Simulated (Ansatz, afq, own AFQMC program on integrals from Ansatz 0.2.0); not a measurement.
# Where AFQMC and coupled cluster stand for SiH$_{3}$Cl, singlet

```xyz
5

Cl   -1.6284    0.0265    0.0000
H     0.0976    0.0265    0.0000
Si    1.8736    0.0265    0.0000
H     2.4858   -0.8478    1.0900
H     2.4858   -0.8478   -1.0900
```

Connectivity, by distances: Cl ··· SiH2 ··· H, 1 bridging H.

Basis cc-pVTZ. Noble-gas cores (and the filled d shells of Ga–Kr and In–Xe) are frozen. Ansatz 0.2.0 and our own AFQMC program on the same integrals; the CISD trial comes from CCSD amplitudes, and released means the phaseless constraint is let go. Error bars are statistical, one sigma.

Determinant: RHF, the one that the program's search chose, which needn't be the lowest solution. The geometry is a point of a scan.

No full CI on the walks' own integrals is used here; CCSDT(Q) serves as the reference and is uncertain by about the last step of the cluster series.

Cautions: higher spins were not checked; restricted determinant unstable towards unrestricted (UHF 627 meV lower, ⟨S²⟩ 0.83); strong correlation (T1 0.022, weight of the determinant 0.81, largest double 0.16).

```
T1 diagnostic                               : 0.0222
weight of the determinant in the CISD state : 0.812
size of the correlated space                : 14 electrons in 100 orbitals
```

```tsv
level	correlation energy (eV)
MP2	-9.0858
CCSD	-10.2377
CCSD(T)	-10.7171
```

(1) Estimate where AFQMC with the constraint released lies against CCSD(T) on the same integrals.

(1) 7.4 ± 0.8 kJ/mol below CCSD(T).

Reference: CCSDT(Q), correlation energy -10.808 eV. The released energy is read at 1.62 1/Eh, later times being too noisy (meV from the phaseless value at times in 1/Eh: -11 ± 5 at 0.24, -24 ± 4 at 0.51, -33 ± 7 at 0.99, -34 ± 9 at 1.62, -36 ± 12 at 2.40).

```json
{"level": "CCSD(T)", "E − E(reference) (kJ/mol)": "8.8", "share of correlation (%)": "99.16"}
{"level": "CCSDT", "E − E(reference) (kJ/mol)": "3.8", "share of correlation (%)": "99.64"}
{"level": "ph-AFQMC/HF", "E − E(reference) (kJ/mol)": "1.3 ± 2.8", "share of correlation (%)": "99.87"}
{"level": "ph-AFQMC/CISD", "E − E(reference) (kJ/mol)": "4.7 ± 0.4", "share of correlation (%)": "99.55"}
{"level": "released AFQMC", "E − E(reference) (kJ/mol)": "1.4 ± 0.8", "share of correlation (%)": "99.86"}
```

A walk keeps the symmetry of its determinant, which the program's search chose and which needn't be the lowest solution, so a lower state of the same spin and another symmetry isn't excluded. Released energies are given only where the last usable release times agree within the noise; a slower fall can still hide under it.
